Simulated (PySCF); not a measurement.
C5H9N.
SMILES with atom numbers: `[CH3:1][C@@H:2]1[CH2:3][CH:4]=[N:5][CH2:6]1` (hydrogens: H7, H8, H9 on C1; H10 on C2; H11, H12 on C3; H13 on C4; H14, H15 on C6)

Geometry (GFN2-xTB, Å), atoms numbered from 1 in this order:
```xyz
15
C5H9N angstrom
C      1.6282   -0.1858   -0.4400
C      0.4370    0.0661    0.4771
C     -0.6247   -1.0433    0.3641
C     -1.7843   -0.3108   -0.2474
N     -1.6443    0.9283   -0.4051
C     -0.3444    1.3430    0.0593
H      1.3001   -0.2695   -1.4743
H      2.1367   -1.1071   -0.1623
H      2.3418    0.6327   -0.3698
H      0.7938    0.1613    1.5049
H     -0.3026   -1.8704   -0.2703
H     -0.9124   -1.4559    1.3332
H     -2.6977   -0.8075   -0.5354
H      0.1542    1.8876   -0.7458
H     -0.4858    2.0393    0.8900
```

The closed-shell SCF was solved with PySCF and density fitting under several settings on one GFN2-xTB geometry (grid level 2 and gas phase unless stated).

```json
{"settings": "HF/pcSseg-1, fitting basis def2-qzvpp-jkfit", "basis functions": "147", "SCF cycles": "11", "E (Eh)": "-248.9682", "HOMO (eV)": "-10.75", "LUMO (eV)": "4.17", "dipole (D)": "2.39"}
{"settings": "B97-D/pcSseg-1, start guess huckel", "basis functions": "147", "SCF cycles": "13", "E (Eh)": "-250.4562", "HOMO (eV)": "-5.71", "LUMO (eV)": "-0.75", "dipole (D)": "2.10"}
```

Q: Estimate the rows for these settings: (1) OPBE/def2-SVPD; (2) revPBE/pcSseg-0.

A: 
| settings | basis functions | SCF cycles | E (Eh) | HOMO (eV) | LUMO (eV) | dipole (D) |
| --- | --- | --- | --- | --- | --- | --- |
| OPBE/def2-SVPD | 192 | 15 | -250.4234 | -5.74 | -0.85 | 2.10 |
| revPBE/pcSseg-0 | 72 | 14 | -250.0416 | -5.32 | -0.68 | 2.27 |

Q: Over all rows, what range does the HOMO–LUMO gap span?

A: From 4.64 eV (revPBE/pcSseg-0) to 14.92 eV (HF/pcSseg-1, fitting basis def2-qzvpp-jkfit). The functional of the narrowest has no exact exchange, that of the widest 100 % exact exchange.

Q: And the dipole moment?

A: From 2.10 D to 2.39 D; the largest is 1.14 times the smallest, and the median is 2.19 D.

Whole jobs, the steps after the SCF included, on one thread of an Arm Neoverse V1, on a shared host:

| settings | work after the SCF | wall time | peak memory |
| --- | --- | --- | --- |
| HF/pcSseg-1, fitting basis def2-qzvpp-jkfit | shieldings, ring-centre shieldings, charges and field gradients | 5.8 s | 0.68 GiB |
| B97-D/pcSseg-1, start guess huckel | shieldings, ring-centre shieldings, charges and field gradients | 25 s | 0.62 GiB |
| OPBE/def2-SVPD | 25 singlets by TDA, polarisability | 32 s | 0.59 GiB |
| revPBE/pcSseg-0 | shieldings, ring-centre shieldings, charges and field gradients | 8.8 s | 0.44 GiB |

B97-D ran without the empirical dispersion term, which would shift the total energy alone. Cycle counts include a coarse-grid stage where the run had one.
